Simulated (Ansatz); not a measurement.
# CH4AlSi+ (SMILES [CH2]1[AlH][SiH+]1): one structure at several levels

The atoms stand at a structure displaced at random from a GFN2-xTB minimum. How far do the functionals agree with CCSD(T) there?

The runs use Ansatz 0.2.0, Gaussian basis; single points in def2-TZVPP.

Correlated methods freeze the cores.

## 1. Where the work starts

SMILES `[CH2]1[AlH][SiH+]1`, 7 atoms, charge 1, spin multiplicity 1.

Atoms are counted from 1 here; the program's logs count them from 0.

Bond lengths: C1–Al2 1.866 Å, C1–Si3 1.974 Å, C1–H4 1.111 Å, C1–H5 1.089 Å, Al2–Si3 2.511 Å, Al2–H6 1.689 Å, Si3–H7 1.470 Å. Angles: Al2–C1–Si3 81.6°, Al2–C1–H4 127.4°, Al2–C1–H5 113.2°, Si3–C1–H4 117.7°, Si3–C1–H5 123.1°, H4–C1–H5 96.6°, C1–Al2–Si3 51.1°, C1–Al2–H6 158.3°, Si3–Al2–H6 150.6°, C1–Si3–Al2 47.3°, C1–Si3–H7 112.1°, Al2–Si3–H7 158.9°.

Coordinates:

```xyz
7
charge 1, multiplicity 1
C    -0.5328   -0.0642   -0.4282
Al   -0.1344    0.8971    1.1211
Si    1.1877   -0.9265    0.0115
H    -1.4099   -0.7232   -0.6066
H    -0.6734    0.5698   -1.3019
H    -0.3365    2.0185    2.3682
H     1.6155   -1.8699   -1.0319
```

## 2. CCSD(T)/def2-TZVPP

run/in.yaml

```yaml
crystal:
  periodic: [false, false, false]
  atoms:
    - {symbol: C, position_ang: [-0.532800, -0.064200, -0.428200]}
    - {symbol: Al, position_ang: [-0.134400, 0.897100, 1.121100]}
    - {symbol: Si, position_ang: [1.187700, -0.926500, 0.011500]}
    - {symbol: H, position_ang: [-1.409900, -0.723200, -0.606600]}
    - {symbol: H, position_ang: [-0.673400, 0.569800, -1.301900]}
    - {symbol: H, position_ang: [-0.336500, 2.018500, 2.368200]}
    - {symbol: H, position_ang: [1.615500, -1.869900, -1.031900]}
basis:
  gaussian: {orbitals: def2-TZVPP}
total_charge: 1
correlation: {method: ccsd_t}
output: {forces: true}
```

No record of the launch command was kept for these runs.

## 3. PBE0-D4/def2-TZVPP

run/in.yaml: that of step 2 with these lines changed.

```diff
@@ -13,3 +13,3 @@
 total_charge: 1
-correlation: {method: ccsd_t}
-output: {forces: true}
+hamiltonian: {xc: pbe0, dispersion: d4}
+output: {forces: true, orbitals: {seedname: orbitals}}
```

## 4. wB97M-V/def2-TZVPP

run/in.yaml: that of step 3 with these lines changed.

```diff
@@ -13,3 +13,3 @@
 total_charge: 1
-hamiltonian: {xc: pbe0, dispersion: d4}
-output: {forces: true, orbitals: {seedname: orbitals}}
+hamiltonian: {xc: {name: wB97M-V}}
+output: {forces: true}
```

## 5. r2SCAN-D4/def2-TZVPP

run/in.yaml: that of step 4 with these lines changed.

```diff
@@ -13,3 +13,3 @@
 total_charge: 1
-hamiltonian: {xc: {name: wB97M-V}}
+hamiltonian: {xc: r2scan, dispersion: d4}
 output: {forces: true}
```

## 6. PBE-D4/def2-TZVPP

run/in.yaml: that of step 5 with these lines changed.

```diff
@@ -13,3 +13,3 @@
 total_charge: 1
-hamiltonian: {xc: r2scan, dispersion: d4}
+hamiltonian: {xc: pbe, dispersion: d4}
 output: {forces: true}
```

## 7. LC-wPBE/def2-TZVPP

run/in.yaml: that of step 6 with these lines changed.

```diff
@@ -13,3 +13,3 @@
 total_charge: 1
-hamiltonian: {xc: pbe, dispersion: d4}
+hamiltonian: {xc: {name: LC-wPBE}}
 output: {forces: true}
```

## 8. CAM-B3LYP-D4/def2-TZVPP

run/in.yaml: that of step 7 with these lines changed.

```diff
@@ -13,3 +13,3 @@
 total_charge: 1
-hamiltonian: {xc: {name: LC-wPBE}}
+hamiltonian: {xc: {name: CAM-B3LYP}, dispersion: d4}
 output: {forces: true}
```

(Steps that only read results are left out.)

Q: Predict the outcome of this session. Wanted: energy less free atoms, CCSD(T)/def2-TZVPP; RMS force component; RMS force error; HOMO and LUMO, PBE0-D4; T1 diagnostic.

As calculated:

| quantity | value |
| --- | --- |
| energy less free atoms, CCSD(T)/def2-TZVPP | -303.1 kcal/mol |
| RMS force component | 0.767 to 0.814 eV/Å over the methods |
| RMS force error | PBE0-D4 0.133, wB97M-V 0.093, r2SCAN-D4 0.150, PBE-D4 0.198, LC-wPBE 0.177, CAM-B3LYP-D4 0.113 eV/Å |
| HOMO and LUMO, PBE0-D4 | -12.36 and -8.65 eV |
| T1 diagnostic | 0.015 |

**Reading.** Against CCSD(T) the functionals' energies less atoms differ by -18.3 to -6.4 kcal/mol, PBE-D4 by -18.3 kcal/mol. A larger basis would deepen the CCSD(T) value, while the functionals are nearly converged already, so the order here is not reliable. On forces the order runs from wB97M-V to PBE-D4. Frozen-core CCSD(T) forces in triple zeta carry basis errors of their own, and this is one geometry, so small gaps rank nothing. The restricted Hartree–Fock reference is unstable towards an unrestricted one at one or more of these structures.
